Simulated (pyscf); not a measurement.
PySCF, gas phase, ωB97X-D3(BJ)/def2-SVP geometries. Correlated levels are frozen-core, on RHF or UHF. ΔMP2 is the change of the MP2 total energy from the triple- to the quadruple-zeta basis.

### Question
For :Ge=Se [singlet] + hydrogen fluoride (HF) → F–GeH=Se, an insertion (singlet surface; F–H broken, F–Ge, Ge–H formed), PBE/def2-TZVP gives ΔE‡ = 1.30 eV and ΔE = -0.31 eV (zero: the separated reactants). In which direction and how far do r²SCAN/def2-TZVP, ωB97M-D3(BJ)/def2-TZVP, CCSD(T)/def2-TZVPP + ΔMP2(QZVPP) move these?

### Answer
r²SCAN: ΔE‡ = 1.39 eV, ΔE = -0.48 eV; ωB97M-D3(BJ): ΔE‡ = 1.77 eV, ΔE = -0.29 eV; CCSD(T): ΔE‡ = 1.89 eV, ΔE = -0.18 eV. PBE's barrier lies under all of them, by 0.08 to 0.58 eV. Its reaction energy lies among theirs. This is the saddle that the search found; another between the same sides may lie lower. The CCSD(T) − MP2 part came from Ansatz, without density fitting, on the same reference. The frozen core leaves the outer d or s,p core shells of the metals and heavy elements correlated in the MP2 and CC values, and def2-TZVPP describes them poorly, which can shift differences by a few kcal/mol. Elements up to Kr have no core potential and no relativistic terms here.
